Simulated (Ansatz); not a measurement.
# CHAlO (triplet): from Hartree-Fock to the top rungs, def2-TZVPP

One table from this session's results is given with a row withheld; the runs are named, their logs left out.

Program: Ansatz 0.2.0, Gaussian basis. Level of theory: def2-TZVPP, core rule «outside noble gas», up to 7 orbitals frozen. These are calculated values, not measurements.

Plan: UHF; ROHF; CCSD(T) on UHF.

2 further runs of the same task are left out: 2 set aside as unsound or not needed.

### The geometry

The geometry is a PBE0/def2-TZVP stationary point (not a proven minimum) of the parent state, kept for this charge and spin.

4 atoms, charge 0, spin multiplicity 3.

Atoms are counted from 1 here; the program's logs count them from 0.

Bond lengths: Al1–C2 1.941 Å, C2–O3 1.271 Å, O3–H4 0.981 Å. Angles: Al1–C2–O3 163.8°, C2–O3–H4 112.9°.

Coordinates:

```xyz
4
charge 0, multiplicity 3
Al   -0.00992   -0.16064    2.19888
C     0.14723   -0.10092    0.26535
O    -0.02636   -0.28775   -0.98024
H    -0.11095    0.54931   -1.48399
```

The first run:

Contents of in.yaml:

```yaml
crystal:
  periodic: [false, false, false]
  atoms:
    - {symbol: Al, position_ang: [-0.009921, -0.160643, 2.198879]}
    - {symbol: C, position_ang: [0.147232, -0.100915, 0.265352]}
    - {symbol: O, position_ang: [-0.026358, -0.287752, -0.980243]}
    - {symbol: H, position_ang: [-0.110953, 0.549310, -1.483988]}
basis:
  gaussian: {orbitals: def2-TZVPP}
magnetization: {spin_polarized: true, initial_magnetization: 2}
hamiltonian: {xc: hf}
output: {orbitals: {seedname: orbitals}}
```

On the command line:

```bash
> ansatz run in.yaml --threads 1 --pin off --events-out ev --progress --plain --max-ram 4096MiB --backend cpu
```

Among the steps run: UHF; ROHF; CCSD(T) on UHF.

One table of the session follows, with a row left open; its other results are not shown here.

It belongs to the step «Misses and costs». 

```
  method  from UCCSD(T) (kcal/mol)
    ROHF                         ?
     UHF                   +277.78
    UMP2                    +28.68
   UCCSD                    +10.99
UCCSD(T)                         0
```

**Question.** Estimate the row for ROHF.

**Answer.** from UCCSD(T) (kcal/mol): +283.13. In the column «from UCCSD(T) (kcal/mol)» it is the highest.
